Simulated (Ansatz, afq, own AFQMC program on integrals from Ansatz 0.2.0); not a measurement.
## CHN, singlet: a scan with AFQMC

```xyz
3

N     0.0000    0.0000    1.1200
C     0.0000    0.0000   -0.0256
H     0.0000    0.0000   -1.0944
```

The angle N1–C2–H3 is changed with bond lengths fixed. Energies in kcal/mol count from this geometry (180.000 °) at the same level; the start stands on RHF, each point on the determinant named.

Basis cc-pVDZ. Only valence electrons are correlated. Ansatz 0.2.0 and our own AFQMC program on the same integrals; the CISD trial comes from CCSD amplitudes, and released means the phaseless constraint is let go. Uncertainties: one standard error, sampling alone.

Cautions, each for one point or more: higher spins were not checked; raised T1 diagnostic; restricted determinant unstable towards unrestricted.

| angle N1–C2–H3 / ° | det. | T1 | weight | CCSD(T) | ph-AFQMC/CISD | released AFQMC | CCSDT(Q) | PBE | HF |
| --- | --- | --- | --- | --- | --- | --- | --- | --- | --- |
| 73.800 | RHF | 0.025 | 0.88 | 56.0 | 56.6 ± 0.5 | – | 56.0 | 53.8 | 53.2 |
| 86.600 | RHF | 0.030 | 0.87 | 48.4 | 48.3 ± 0.6 | 47.6 ± 0.7 | 48.3 | 46.2 | 49.4 |
| 104.400 | RHF | 0.026 | 0.87 | 34.0 | 34.7 ± 0.6 | 32.8 ± 0.7* | 33.8 | 33.1 | 38.1 |
| 120.000 | RHF | 0.020 | 0.88 | 21.8 | 22.3 ± 0.6 | – | 21.6 | 21.7 | 26.0 |
| 140.200 | RHF | 0.015 | 0.88 | 9.6 | 9.0 ± 0.6 | 9.1 ± 0.7 | 9.5 | 9.9 | 12.1 |
| 155.800 | RHF | 0.014 | 0.89 | 3.6 | 4.1 ± 0.6 | 2.7 ± 0.7* | 3.5 | 3.7 | 4.6 |

Weight is that of the determinant in the CISD state; at the start T1 is 0.013 and the weight 0.89. An asterisk marks released energies that aren't shown to be converged. Symmetry can't show for every point that it stays on the start's state. A dash marks a missing value, a released energy that hasn't settled or a functional that sits on another state. Largest departures from CCSDT(Q), at the points where its series has closed: CCSD(T) 0.1 kcal/mol at 86.600 (on RHF), ph-AFQMC/CISD 0.6 kcal/mol at 155.800 (on RHF) (within the noise), HF -2.8 kcal/mol at 73.800 (on RHF). The functionals aren't scored here. In this small basis the wave-function levels are far from their limit, so their gap to the functionals isn't the functionals' error.

Some points may be missing: those where a free walk finds a much lower state, and past Zn most of those on another determinant than at the start.

CCSDT and higher add their correlation energy to the determinant of the CCSD(T) run, since their own runs factorise the integrals more tightly (a shift of under 2 meV). A walk keeps the symmetry of its determinant, which the program's search chose and which needn't be the lowest solution, so a lower state of the same spin and another symmetry isn't excluded.
